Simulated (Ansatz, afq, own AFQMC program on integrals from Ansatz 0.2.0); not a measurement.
AFQMC, coupled cluster and functionals along a coordinate of H₃O⁻, triplet

```
atom    x (Å)    y (Å)    z (Å)
   O   0.0539  -0.0023   0.0000
   H  -0.2773   0.9344   0.0000
   H  -0.2892  -0.4486   0.8837
   H  -0.2892  -0.4486  -0.8837
```

All coordinates are scaled about the centre. Energies in mEh count from this geometry (1.000) at the same level; the start stands on UHF, each point on the determinant named.

Basis 6-31++G**. Only valence electrons are correlated. Integrals, coupled cluster, full CI and functionals: Ansatz 0.2.0; the random walks run on the same integrals in our own AFQMC program. The CISD trial takes its coefficients from CCSD amplitudes. Released means that phaseless walkers are propagated on without the constraint, phases kept. Error bars are statistical, one sigma.

Cautions, each for one point or more: CCSDT(Q) on the ROHF determinant differs, by its state or its frozen core; a spin-contaminated unrestricted determinant lies lower; higher spins were not checked; lower spins were not checked; strong correlation; the search met a lower determinant of the same kind, perhaps of another symmetry; unrestricted determinant spin contaminated; walk and cluster series may follow different spin states.

```tsv
scale of all distances	det.	T1	weight	⟨S²⟩	CCSD(T)	ph-AFQMC/CISD	released AFQMC	CCSDT(Q)	r2SCAN	PBE0
0.877	UHF	0.014	0.94	2.00	32.4	32.6 ± 0.5	33.3 ± 0.5	32.7	38.0	33.7
1.116	UHF	0.020	0.91	2.00	19.4	20.2 ± 0.6	–	19.0	13.2	17.6
1.302	UHF	0.032	0.88	2.02	72.6	72.7 ± 0.9	71.7 ± 1.1	71.3	60.9	71.0
1.498	ROHF	0.062	0.81	pure	120.1	118.9 ± 1.3	117.4 ± 1.7*	118.1	110.9	125.1
1.737	ROHF¶	0.093	0.72	pure	160.1	162.6 ± 1.9	157.1 ± 3.1*	157.8	160.3§	176.6§
2.038	UHF¶	0.059	0.81	2.97	201.2	198.9 ± 1.3	197.7 ± 1.8*	192.6	191.3§	208.0§
2.442	UHF¶	0.057	0.86	3.03	224.5	227.3 ± 1.1	223.0 ± 1.9*	–	213.9§	229.9§
```

Weight is that of the determinant in the CISD state; at the start T1 is 0.018 and the weight 0.93, and ⟨S²⟩ is 2.00. ¶ marks points with a poor determinant and no full CI, where no value is sure; they don't count among the departures. An asterisk marks released energies that aren't shown to be converged. A dash marks a missing value, a released energy that hasn't settled or a functional that sits on another state. § marks a functional whose ⟨S²⟩ is too high by over 0.1. Largest departures from phaseless AFQMC with a CISD trial: CCSD(T) 1.1 mEh at 1.498 (on ROHF) (within the noise), released AFQMC -1.0 mEh at 1.302 (on UHF) (within the noise), CCSDT(Q) -1.3 mEh at 1.302 (on UHF) (within the noise), r2SCAN -11.8 mEh at 1.302, PBE0 6.1 mEh at 1.498. The walk's constraint bias lies outside its error bars, so these are departures and not errors. Functionals count only at points shown to share the start's state and spin. In this small basis the wave-function levels are far from their limit, so their gap to the functionals isn't the functionals' error.

Some points may be missing: those where a free walk finds a much lower state, and past Zn most of those on another determinant than at the start.

CCSDT and higher add their correlation energy to the determinant of the CCSD(T) run, since their own runs factorise the integrals more tightly (a shift of under 2 meV). A walk keeps the symmetry of its determinant, which the program's search chose and which needn't be the lowest solution, so a lower state of the same spin and another symmetry isn't excluded.
